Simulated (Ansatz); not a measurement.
Input file:

```yaml
crystal:
  periodic: [false, false, false]
  atoms:
    - {symbol: Li, position_ang: [0.000000, 0.000000, 0.000000]}
    - {symbol: Li, position_ang: [0.000000, 0.000000, 2.589000]}
basis:
  gaussian: {orbitals: aug-cc-pVTZ}
total_charge: -1
magnetization: {spin_polarized: true, initial_magnetization: 3}
correlation: {method: ccsdt, electrons: outside_noble_gas}
```

```sh
$ ansatz run in.yaml --threads 1 --pin off --events-out ev --progress --plain --max-ram 2393MiB
```

Log:

```
892 factors; integrals over basis functions are off by at most 2.2e-7 eV
mean field evaluation 1: about -403.1679 eV, gradient 2.9e0 eV
mean field evaluation 2: about -403.1656 eV, gradient 2.9e0 eV
mean field evaluation 4: about -403.6186 eV, gradient 3.8e-1 eV
mean field evaluation 8: about -403.6350 eV, gradient 1.7e-2 eV
mean field evaluation 16: about -403.6350 eV, gradient 7.5e-4 eV
mean field evaluation 32: about -404.3347 eV, gradient 3.8e-1 eV
mean field evaluation 64: about -403.6350 eV, gradient 4.5e-6 eV
mean field evaluation 96: about -404.3473 eV, gradient 4.3e-2 eV
mean field evaluation 128: about -404.3470 eV, gradient 9.5e-2 eV
mean field evaluation 160: about -404.3390 eV, gradient 1.2e-2 eV
...
cycle   5  -0.42345251 eV  change    4.9e-3 eV  update   1.8e-3
cycle   6  -0.42541059 eV  change   -2.0e-3 eV  update   8.9e-4
cycle   7  -0.42518298 eV  change    2.3e-4 eV  update   3.2e-4
cycle   8  -0.42506649 eV  change    1.2e-4 eV  update   1.1e-4
cycle   9  -0.42519201 eV  change   -1.3e-4 eV  update   4.7e-5
cycle  10  -0.42514496 eV  change    4.7e-5 eV  update   2.1e-5
cycle  11  -0.42514713 eV  change   -2.2e-6 eV  update   6.5e-6
cycle  12  -0.42514775 eV  change   -6.2e-7 eV  update   2.5e-6
cycle  13  -0.42514745 eV  change    3.1e-7 eV  update   9.3e-7
cycle  14  -0.42514755 eV  change   -1.0e-7 eV  update   3.3e-7
Total energy: -404.69644881 eV, -14.8723201807 hartree
```

For the same geometry and basis full CI lies 0.6 meV higher.

Ran on 1 thread of Arm Neoverse V1, shared host: 2.7 min wall, 1.1 GiB peak host memory.
